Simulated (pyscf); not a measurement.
Thermochemistry of product channels of `[NH2][NH2]` + `[GaH3]` on the singlet surface, in kJ/mol, from ωB97M-D3(BJ)/def2-TZVP energies (ideal gas, 1 atm, RRHO with modes under 100 cm⁻¹ raised to 100, one conformer, R ln 2 for chiral ones without a mode under 150 cm⁻¹). PySCF, gas phase, ωB97X-D3(BJ)/def2-SVP geometries.

```json
[
 {"products": "`[NH2][NH][GaH2]` + `[H][H]`", "ΔE": "-24.4", "ΔH(298 K)": "-35.7", "ΔG(298 K)": "-27.9", "ΔG(600 K)": "-22.4"},
 {"products": "`[NH2][GaH2]` + `[NH3]`", "ΔE": "-224.8", "ΔH(298 K)": "-221.1", "ΔG(298 K)": "-221.5", "ΔG(600 K)": "-222.9"}
]
```

These are energies of the channels, which say nothing of barriers. H₂N–NH–GaH₂ lies 211.2 kJ/mol over its isomer H₂N–GaH–NH₂ (electronic energy, ωB97M-D3(BJ)). Elements up to Kr have no core potential and no relativistic terms here.
